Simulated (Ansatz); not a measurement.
**Relaxing BaCuSn₂**

All numbers below come from Ansatz 0.2.0, DFT PBEsol, scalar-relativistic, plane waves, PAW. Cutoff 420 eV, Γ-centred k mesh, Gaussian smearing, no spin polarisation in the final step.

The start puts BaCuSn₂ on the sites of a reported LiVS2 cell (P-3m1, No. 164), with Ba in place of Li, Cu in place of V, Sn in place of S, at a guessed volume.

```yaml
crystal:
  lattice:
    - [4.02674, 0.00000, 0.00000]
    - [-2.01337, 3.48726, 0.00000]
    - [0.00000, 0.00000, 7.31193]
  atoms:
    - { symbol: Ba, position: [0.00000, 0.00000, 0.50000] }
    - { symbol: Cu, position: [0.00000, 0.00000, 0.00000] }
    - { symbol: Sn, position: [0.33333, 0.66667, 0.23500] }
    - { symbol: Sn, position: [0.66667, 0.33333, 0.76500] }
```

Cell and atoms relax at zero pressure; the relaxation can't lower the symmetry of the start. After a coarse first stage the cell is made exact in the group found at 0.06 Å.

Formation energies are uncorrected and refer to the elements' standard structures at the same level.

(1) Describe the relaxed structure.

(2) What are its volume, energy, density and gap?

Results:

(1) It keeps P-3m1 (No. 164), but not the shape of the type it started on. Conventional cell: a = 4.324 Å, c = 7.038 Å. Ba has 2 Cu at 3.52 Å and 6 Sn at 3.57 Å; around Cu lie 6 Sn at 2.68 Å; Sn has 3 Cu at 2.68 Å.

```
Ba Cu Sn
1.0
     4.32394    0.00000    0.00000
    -2.16197    3.74465    0.00000
     0.00000    0.00000    7.03791
Ba Cu Sn
1 1 2
Direct
  0.00000 0.00000 0.50000
  0.00000 0.00000 0.00000
  0.33333 0.66667 0.13790
  0.66667 0.33333 0.86210
```

(2) The volume per atom is 28.49 Å³ and the density is 6.39 g/cm³. The energy over the elements is -0.26 eV/atom and the gap on the 12×12×8 mesh is 0 eV (a metal).

The final run used a 12×12×8 mesh on its 4-atom cell and 0.10 eV smearing. The k mesh leaves about 4 meV/atom of noise in metals. Symmetry constrained the relaxation, so the result can be a saddle point.

Cost: 3 runs of about 4.2 core-minutes in all, on Arm Neoverse V2 (shared hosts).